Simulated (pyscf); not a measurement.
PySCF, gas phase, ωB97X-D3(BJ)/def2-SVP geometries.

Q: Estimate by transition-state theory the rate constant of H₃C–CH₃ + H• → •H₂C–CH₃ + H₂ (doublet surface; C–H broken, H–H formed) at 900 K, with ωB97M-D3(BJ)/def2-TZVP energies (ideal gas, 1 atm, RRHO with modes under 100 cm⁻¹ raised to 100, one conformer, R ln 2 for chiral ones without a mode under 150 cm⁻¹; no tunnelling).

A: The electronic barrier is 11.1 kcal/mol and the thermal terms add +14.5, so ΔG‡ = 25.6 kcal/mol. With k_BT/h = 1.88e+13 s⁻¹ and RT = 1.788 kcal/mol, and a volume of 1.23e-19 cm³ per molecule at 1 atm, k = 1.4e-12 cm³ molecule⁻¹ s⁻¹. Wigner's tunnelling factor for 1313i cm⁻¹ would be 1.18. A shift of 1 kcal/mol in the barrier changes k by a factor 1.7. This is the saddle that the search found; another between the same sides may lie lower. The angle at the transferred H is 176°.
